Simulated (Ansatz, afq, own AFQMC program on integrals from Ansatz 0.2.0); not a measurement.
Two steps: Ansatz 0.2.0 writes the Fock matrix and Cholesky factors of the valence space, and afq projects on them the lowest state that overlaps trial and start.

```yaml
crystal:
  periodic: [false, false, false]
  atoms:
    - {symbol: Ru, position_ang: [0.000000, 0.000000, 0.000000]}
basis:
  gaussian: {orbitals: def2-TZVP}
magnetization: {spin_polarized: true, initial_magnetization: 4}
correlation: {method: ccsd_t, electrons: outside_noble_gas, hamiltonian_folder: ham}
```

```sh
$ ansatz run in.yaml --threads 1 --pin off --events-out ev --progress --plain --max-ram 15360MiB --backend cuda --devices 0, --max-vram 18GiB
```

Options of the walk:

```
--method phaseless --trial cisd --walkers 4000 --populations 20 --least-time 60 --time-step 0.005 --steps-per-block 50 --equilibration-blocks 40 --max-blocks 4000 --target-error 0.0001 --factor-cut 1e-05 --start spin_pure --seed 6584 --release-times 0.24,0.5,1,1.5 --release-step 0.02 --release-every 3 --taylor-order 6
```

Times are imaginary, in 1/Eh. The walk had a cap of 122 s. With eight or more populations the least sampling time is a fifth of least-time, and the error comes from their spread. Core potentials past Kr, no spin–orbit coupling.

Log:

```
orbitals 36  electrons 6 2  factors 249 of 249
reference energy -94.12114245 Eh
CCSD correlation -0.14205914 Eh in 9 cycles, weight of the determinant in the CISD state 0.9502
energy of the start -94.263218 Eh
 block  time / (1/Eh)  mean weight  energy / Eh
     1     0.250  1.0001  -94.262711
     2     0.500  0.9998  -94.263675
     3     0.750  0.9997  -94.264289
     4     1.000  1.0000  -94.264669
     5     1.250  0.9999  -94.265155
     8     2.000  1.0000  -94.265590
    11     2.750  0.9998  -94.265983
    17     4.250  0.9999  -94.266336
    23     5.750  1.0002  -94.266176
    29     7.250  1.0000  -94.266277
    35     8.750  1.0001  -94.266336
    39     9.750  0.9997  -94.266701
    41    10.250  0.9997  -94.266232
    47    11.750  1.0000  -94.266386
    53    13.250  0.9999  -94.266351
    59    14.750  1.0001  -94.265853
    65    16.250  1.0003  -94.265755
    71    17.750  0.9999  -94.265936
    77    19.250  1.0001  -94.266253
    83    20.750  0.9999  -94.265887
    89    22.250  0.9999  -94.266283
error from the spread of 20 populations
released: time / (1/Eh)  energy / Eh  error  mean overlap
  0.24  -94.266279  0.000050  0.9996
  0.50  -94.266334  0.000042  0.9986
  1.00  -94.266440  0.000060  0.9950
  1.50  -94.266452  0.000071  0.9946
energy -94.266122 +/- 0.000033 Eh
(rows thinned)
```

The run passed its tests (sampling time, drift between the halves within three errors, error under three times the target), which doesn't prove that it has relaxed. The second half of the sampling lies above the first by 2.8 errors of their difference, so the energy may still be moving and its error bar be too small.

Against this walk (error 0.9 meV) on the same determinant: CCSD(T) 1.3 meV higher (within the noise), CCSDT(Q) 12.4 meV lower. The error is statistical and leaves out the bias of the constraint. Released to 1.50 1/Eh the energy lies 9.0 ± 2.1 meV (both errors) below the phaseless value, which shows part or all of the bias of the constraint, and CCSDT(Q) lies 3.5 meV below the released value.

Cautions: constraint bias not in the error; no spin-orbit coupling; outer-core shells of the metal frozen.

The walk took 31 s on 1 × NVIDIA H100 80GB HBM3 with 2 threads of AMD EPYC 7R13 Processor (Zen 3) (shared host) (the card was shared). The log's last line is the phaseless energy.

CCSDT and higher add their correlation energy to the determinant of the CCSD(T) run, since their own runs factorise the integrals more tightly (a shift of under 2 meV).
